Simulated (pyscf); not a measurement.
Four-centre exchange: HB=NH + NH₃ -> HN=B–NH₂ + H₂

Gas phase, singlet surface, charge 0. Bonds broken: B1–H3, N5–H6. Bonds formed: B1–N5, H3–H6. Optimised with ωB97X-D3(BJ)/def2-SVP in PySCF.

Transition state (Å):

```xyz
8

B     -0.9814    -0.0539    -0.0488
N     -2.2482    -0.2622     0.1765
H      0.0681    -0.0784     0.9241
H     -2.6044    -0.4666     1.1048
N     -0.0675     0.2651    -1.2390
H      0.4838     0.1240     0.0117
H     -0.0214    -0.4609    -1.9539
H     -0.2231     1.1764    -1.6696
```

One imaginary mode, 1587i cm⁻¹; descent along it reached the two sides named, in the forms told below.

```json
[
 {"bond": "B1–H3", "change": "breaks", "reactant side (Å)": "1.218", "saddle": "1.431", "product side": "4.3"},
 {"bond": "N5–H6", "change": "breaks", "reactant side (Å)": "1.022", "saddle": "1.374", "product side": "2.7"},
 {"bond": "B1–N5", "change": "forms", "reactant side (Å)": "1.646", "saddle": "1.534", "product side": "1.405"},
 {"bond": "H3–H6", "change": "forms", "reactant side (Å)": "2.7", "saddle": "1.023", "product side": "0.761"}
]
```

Electronic energies relative to the separated reactants (eV):

```
level                   barrier  reaction energy  reverse barrier
----------------------  -------  ---------------  ---------------
ωB97X-D3(BJ)/def2-TZVP     1.77            -0.34             2.11
PBE/def2-TZVP              1.37            -0.35             1.73
r²SCAN/def2-TZVP           1.49            -0.38             1.87
B3LYP-D3(BJ)/def2-TZVP     1.72            -0.37             2.09
PBE0-D3(BJ)/def2-TZVP      1.50            -0.36             1.86
M06-2X/def2-TZVP           1.74            -0.43             2.17
ωB97M-D3(BJ)/def2-TZVP     1.75            -0.33             2.08
HF/def2-TZVP               2.54            -0.26             2.79
```

With ωB97M-D3(BJ)/def2-TZVP energies and thermal terms (ideal gas, 1 atm, RRHO with modes under 100 cm⁻¹ raised to 100, one conformer, R ln 2 for chiral ones without a mode under 150 cm⁻¹), in eV:

```json
[
 {"T (K)": "298", "ΔH‡": "1.64", "ΔG‡": "2.03", "ΔH": "-0.49", "ΔG": "-0.48"},
 {"T (K)": "600", "ΔH‡": "1.63", "ΔG‡": "2.44", "ΔH": "-0.44", "ΔG": "-0.49"},
 {"T (K)": "900", "ΔH‡": "1.65", "ΔG‡": "2.84", "ΔH": "-0.40", "ΔG": "-0.53"},
 {"T (K)": "1200", "ΔH‡": "1.67", "ΔG‡": "3.23", "ΔH": "-0.38", "ΔG": "-0.57"}
]
```

On the reactant side the descent ends in an adduct with a B–N contact, 0.43 eV under the separated species and 2.20 eV under the saddle at ωB97X-D3(BJ)/def2-TZVP. What is counted as formed (B–N) is already present as a longer contact in the reactant adduct; forming that adduct is a step of its own. At the saddle there is also a short B–H contact that neither side keeps. The same reactants have a lower exit, to H₂N–BH–NH₂ (barrier +0.16 eV at ωB97M-D3(BJ)/def2-TZVP, against +1.75 eV here). This is the saddle that the search found; another between the same sides may lie lower.
